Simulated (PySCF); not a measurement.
Compound: C6H8.
Z-matrix (Å and degrees, PBE0-D3(BJ)/def2-SVP geometry), rows numbered from 1:
```
C 
C   1  1.3353
C   2  1.5195  1  134.17
C   3  1.5539  2   88.59  1  -179.82
C   2  1.4789  1  134.42  3  -179.94
C   5  1.3353  2  134.41  1    -0.19
H   1  1.0933  2  121.35  3    -0.04
H   1  1.0935  2  121.12  3   179.98
H   3  1.1010  2  114.60  1   -62.85
H   3  1.1010  2  114.56  1    63.28
H   4  1.1010  3  114.93  2   116.40
H   4  1.1009  3  115.01  2  -116.77
H   6  1.0935  5  121.13  2     0.00
H   6  1.0933  5  121.34  2  -179.99
```

All values: PBE0/pcSseg-1 and PBE0/def2-SVPD (PySCF, non-relativistic), on one gas-phase PBE0-D3(BJ)/def2-SVP geometry that isn't relaxed in the solvent. The solvent is an IEF-PCM continuum (van der Waals radii × 1.2). The model holds no explicit solvent molecules, cavitation or dispersion.

Gas phase at PBE0/pcSseg-1: HOMO -6.54 eV, LUMO -1.06 eV, dipole 0.48 D.

What does the continuum do to the energy, the frontier levels and the dipole at PBE0/pcSseg-1 in tetrahydrofuran and methanol?

| solvent | ε | E(solvent) − E(gas) (kcal/mol) | polarisation term (kcal/mol) | distortion of the solute (kcal/mol) | HOMO (eV) | LUMO (eV) | dipole (D) |
| --- | --- | --- | --- | --- | --- | --- | --- |
| tetrahydrofuran | 7.426 | -1.95 | -2.10 | 0.15 | -6.59 | -1.09 | 0.62 |
| methanol | 32.61 | -2.36 | -2.57 | 0.21 | -6.61 | -1.11 | 0.64 |

The polarisation term is half the interaction of the solute with the surface charges that it induces; the rest is the cost of distorting the solute's density. The sum is the electrostatic part of solvation alone. From tetrahydrofuran to methanol the lowering changes by a factor 1.21, Onsager's factor (ε − 1)/(2ε + 1) by 1.18 and ε itself by 4.4.

Which ESP-fitted charges (PBE0/pcSseg-1) respond most in methanol (means over atoms taken as equivalent)?

```
         atoms                      environment  gas (e)  solvent (e)  change
         C1/C6             terminal =CH2 carbon   -0.639       -0.663  -0.024
         C2/C5  fully substituted alkene carbon   +0.192       +0.176  -0.016
        H7/H14                 vinylic hydrogen   +0.229       +0.242  +0.013
        H8/H13                 vinylic hydrogen   +0.229       +0.241  +0.012
H9/H10/H11/H12               methylene hydrogen   +0.094       +0.102  +0.008
         C3/C4                   allylic carbon   -0.199       -0.201  -0.002
```

Gas phase at PBE0/def2-SVPD: HOMO -6.56 eV, LUMO -1.12 eV, dipole 0.50 D.

What does the continuum do to the energy, the frontier levels and the dipole at PBE0/def2-SVPD in tetrahydrofuran and methanol?

```
        solvent      ε  E(solvent) − E(gas) (kcal/mol)  polarisation term (kcal/mol)  distortion of the solute (kcal/mol)  HOMO (eV)  LUMO (eV)  dipole (D)
tetrahydrofuran  7.426                           -1.88                         -2.04                                 0.16      -6.59      -1.14        0.67
       methanol  32.61                           -2.28                         -2.52                                 0.24      -6.61      -1.15        0.70
```

How does the static polarisability (PBE0/def2-SVPD, frozen core, with the continuum's full static response) change?

```tsv
medium	isotropic (au)	principal values (au)	⟨r²⟩ of the electrons (bohr²)
gas	74.1	49.7, 79.8, 92.7	570.6
tetrahydrofuran	97.2	64.9, 103.4, 123.5	570.0
methanol	102.8	69.5, 108.6, 130.3	569.8
```

The isotropic value in methanol is 1.39 times the gas-phase one; no cavity-field correction is applied. ⟨r²⟩ is taken about the centre of nuclear charge.
